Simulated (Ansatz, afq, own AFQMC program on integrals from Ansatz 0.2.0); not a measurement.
AFQMC on a folder of integrals that Ansatz 0.2.0 wrote.

```yaml
crystal:
  periodic: [false, false, false]
  atoms:
    - {symbol: Hf, position_ang: [-0.258598, -0.273713, -0.012388]}
    - {symbol: Cl, position_ang: [1.371551, -1.945953, 0.328578]}
    - {symbol: Cl, position_ang: [-1.674923, 1.005706, -1.400601]}
basis:
  gaussian: {orbitals: def2-TZVP}
magnetization: {spin_polarized: true, initial_magnetization: 2}
correlation: {method: ccsd_t, electrons: outside_noble_gas, hamiltonian_folder: ham}
```

```sh
$ ansatz run in.yaml --threads 1 --pin off --events-out ev --progress --plain --max-ram 24576MiB --backend cuda --devices 0, --max-vram 18GiB
```

afq runs on the folder ham with

```
--method phaseless --trial cisd --walkers 1500 --populations 20 --least-time 60 --time-step 0.005 --steps-per-block 50 --equilibration-blocks 40 --max-blocks 4000 --target-error 0.00026 --factor-cut 1e-05 --start spin_pure --seed 6493 --release-times 0.24,0.5,1 --release-step 0.02 --release-every 4 --taylor-order 6
```

Times are imaginary, in 1/Eh. The walk had a cap of 369 s. With eight or more populations the least sampling time is a fifth of least-time, and the error comes from their spread. Core potentials past Kr, no spin–orbit coupling.

afq prints:

```
orbitals 100  electrons 10 8  factors 736 of 786
reference energy -966.62724164 Eh
CCSD correlation -0.45961357 Eh in 15 cycles, weight of the determinant in the CISD state 0.8280
energy of the start -967.086670 Eh
 block  time / (1/Eh)  mean weight  energy / Eh
     1     0.250  0.9999  -967.075092
     2     0.500  1.0000  -967.082174
     3     0.750  1.0009  -967.090031
     4     1.000  0.9994  -967.094800
     5     1.250  1.0003  -967.099697
     8     2.000  0.9994  -967.105514
    11     2.750  1.0003  -967.107710
    26     6.500  0.9998  -967.107233
    41    10.250  0.9998  -967.107311
    56    14.000  1.0002  -967.108349
    71    17.750  0.9994  -967.111412
    86    21.500  1.0004  -967.108504
   101    25.250  1.0001  -967.111611
   106    26.500  1.0004  -967.104300
   116    29.000  0.9994  -967.109780
   121    30.250  1.0011  -967.112609
   131    32.750  0.9992  -967.109336
   146    36.500  0.9996  -967.109768
   161    40.250  1.0000  -967.109868
   176    44.000  0.9997  -967.109259
   191    47.750  1.0005  -967.107014
   201    50.250  1.0005  -967.108928
error from the spread of 20 populations
released: time / (1/Eh)  energy / Eh  error  mean overlap
  0.24  -967.109248  0.000246  0.9953
  0.50  -967.109228  0.000260  0.9910
  1.00  -967.109518  0.000316  0.9872
energy -967.108697 +/- 0.000273 Eh
(rows thinned)
```

The run passed its tests (sampling time, drift between the halves within three errors, error under three times the target), which doesn't prove that it has relaxed, ending at its cap on processor time.

Against this walk (error 7.4 meV) on the same determinant: CCSD(T) 45.1 meV higher. The error is statistical and leaves out the bias of the constraint. None of these is a sure reference here. Released to 1.00 1/Eh the energy moves by -22 ± 11 meV (both errors), within twice the noise.

Cautions: constraint bias not in the error; no spin-orbit coupling; outer-core shells of the metal frozen; higher spins were not checked.

The walk took 6.2 min on 1 × NVIDIA H100 80GB HBM3 with 2 threads of AMD EPYC 7R13 Processor (Zen 3) (shared host) (the card was shared). The log's last line is the phaseless energy.

A walk keeps the symmetry of its determinant, which the program's search chose and which needn't be the lowest solution, so a lower state of the same spin and another symmetry isn't excluded.
